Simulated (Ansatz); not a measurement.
# Al₂H⁺, triplet in cc-pVTZ: errors against UCCSDT(Q)

Geometry: that of the Al2H, doublet, kept fixed.

| atom | x (Å) | y (Å) | z (Å) |
| --- | --- | --- | --- |
| Al | 0.0000 | 0.0000 | 0.3526 |
| Al | 0.0000 | 0.0000 | -2.3244 |
| H | 0.0000 | 0.0000 | 1.9718 |

Basis cc-pVTZ; Ansatz 0.2.0. Only valence electrons are correlated (noble-gas cores frozen), which leaves 6 electrons in 72 orbitals. Prefix R: restricted or restricted open-shell reference; prefix U: unrestricted. Active spaces: valence = (6e, 9o) chosen from the atoms' valence shells.

Full CI isn't at hand for all of this; UCCSDT(Q) serves as the reference, and is uncertain by about the last step of the cluster series. The frozen core follows each run's orbitals, which can shift R against U totals by a few meV.

```
UHF ⟨S²⟩                          : 2.045
T1 diagnostic (RCCSD)             : 0.0599
largest doubles amplitude (RCCSD) : 0.110
T1 diagnostic (UCCSD)             : 0.0281
```

```csv
level,E − E(RHF) (eV)
UHF,-0.1483
RMP2,-2.3891
UMP2,-2.4137
RCCSD,-3.1138
UCCSD,-3.1285
RCCSD(T),-3.2485
UCCSD(T),-3.2523
```

(1) Estimate how far UCCSDT(Q) in cc-pVTZ lies from RCCSD(T). The table doesn't fix it; the size of (T) and the diagnostics are the guide.

(1) UCCSDT(Q) in cc-pVTZ lies 5.0 kJ/mol below RCCSD(T), which is 39 % of the (T) step (-13.0 kJ/mol). T1 is raised, and the rest is a large part of (T). The miss exceeds 1 kcal/mol.

The other levels:

| level | E − E(UCCSDT(Q)) (kJ/mol) | share of correlation (%) | wall time |
| --- | --- | --- | --- |
| BCCD(T) | 4.6 | 98.54 | 15 s |
| RCCSDT | 0.9 | 99.72 | – |
| UCCSDT | 0.6 | 99.80 | – |
| RCCSDT(Q) | 0.2 | 99.95 | 2.3 min |
| CASSCF (valence space) | 154.8 | 51.38 | – |
| NEVPT2 (valence space) | 47.1 | 85.21 | 12 s |
| MRCISD (valence space) | 7.9 | 97.53 | – |
| MRCISD+Q (valence space) | 0.8 | 99.75 | 17 s |

The correlation energy at UCCSDT(Q), counted from RHF, is -3.300 eV. That run took 2.1 min on 1 thread of AMD EPYC, shared host.

Times hold each run's SCF and search for its determinant on a shared host, so for small cases they say little of a method's own cost; they ran on 1 thread of AMD EPYC.

Natural occupations of CASSCF (valence space) about the gap: 1.965 1.904 1.004 0.976 0.045 0.043 0.032 0.018 0.012; effectively unpaired electrons, Σ n²(2−n)², 2.06.
